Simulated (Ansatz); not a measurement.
This geometry of BH3 + H4Si (9 atoms, charge 0, multiplicity 1) is a first-order saddle point.

All numbers below come from RHF/def2-SVP (Ansatz 0.2.0).

```xyz
9
Properties=species:S:1:pos:R:3
B -0.265 -0.047 -1.006
H -1.041 -1.039 -1.202
H 0.743 -0.332 -1.589
H -0.950 0.917 -1.201
H -0.705 -0.895 -0.198
Si 0.409 0.257 0.960
H 1.218 -0.864 1.495
H -0.677 0.553 1.924
H 1.270 1.451 0.817
```

(1) Which two structures does it join? (They come from a converged band through this point; their orientation in space is the band's.)

(2) How far does it lie above each of them?

Answers

(1) Bonds broken: B1–H2, H5–Si6. Bonds formed: B1–Si6, H2–H5. BH3 + H4Si becomes BH5Si + H2.

First end point:

```xyz
9
Properties=species:S:1:pos:R:3
B -0.732 -0.246 -2.270
H -1.390 -1.243 -2.193
H 0.436 -0.318 -2.529
H -1.242 0.824 -2.101
H -0.089 -0.391 0.641
Si 0.587 0.199 1.821
H 1.450 -0.827 2.451
H -0.435 0.654 2.791
H 1.413 1.349 1.389
```

Last end point:

```xyz
9
Properties=species:S:1:pos:R:3
B 0.171 0.570 -0.968
H -1.705 -1.987 -1.098
H 0.869 0.009 -1.767
H -0.783 1.163 -1.387
H -1.533 -2.123 -0.383
Si 0.639 0.573 1.019
H 1.326 -0.677 1.437
H -0.553 0.759 1.886
H 1.568 1.712 1.261
```

(2) 1.11 eV above the first and 0.42 eV above the second. This is the barrier of this one path; another mechanism may lie lower. The orbitals stay closed-shell, which can raise the energy where a bond breaks towards radicals; this wasn't checked here.

Run time: 73 s on 1 thread of Arm Neoverse V2, with other jobs on the host, peak memory 0.12 GiB.
